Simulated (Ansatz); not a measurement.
A calculation with Ansatz (development build ahead of 0.2.0).

```yaml
crystal:
  periodic: [false, false, false]
  atoms:
    - { symbol: C, position_ang: [1.31918, -0.00051, -0.00909] }
    - { symbol: C, position_ang: [0.39985, 1.24954, 0.00062] }
    - { symbol: C, position_ang: [-1.07362, 0.783, -0.00209] }
    - { symbol: C, position_ang: [-1.05991, -0.76487, -0.00095] }
    - { symbol: C, position_ang: [0.4141, -1.24557, 0.00776] }
    - { symbol: H, position_ang: [1.95637, 0.00775, 0.88163] }
    - { symbol: H, position_ang: [0.6022, 1.86416, 0.87875] }
    - { symbol: H, position_ang: [-1.58082, 1.1403, 0.87184] }
    - { symbol: H, position_ang: [-1.57783, -1.15887, 0.87865] }
    - { symbol: H, position_ang: [0.59505, -1.85283, 0.87584] }
    - { symbol: H, position_ang: [1.95902, -0.00185, -0.87781] }
    - { symbol: H, position_ang: [0.60345, 1.86834, -0.88939] }
    - { symbol: H, position_ang: [-1.57925, 1.15057, -0.87875] }
    - { symbol: H, position_ang: [-1.5755, -1.14139, -0.88113] }
    - { symbol: H, position_ang: [0.59836, -1.85269, -0.88343] }
basis:
  gaussian: { orbitals: cc-pVDZ }
hamiltonian:
  xc: hf
```

The input is written out in the form of the current development build from the run's settings.

Results

```
Converged                       : yes
Total energy                    : -195.16593 hartree
Spin squared of the determinant : 0.000
```
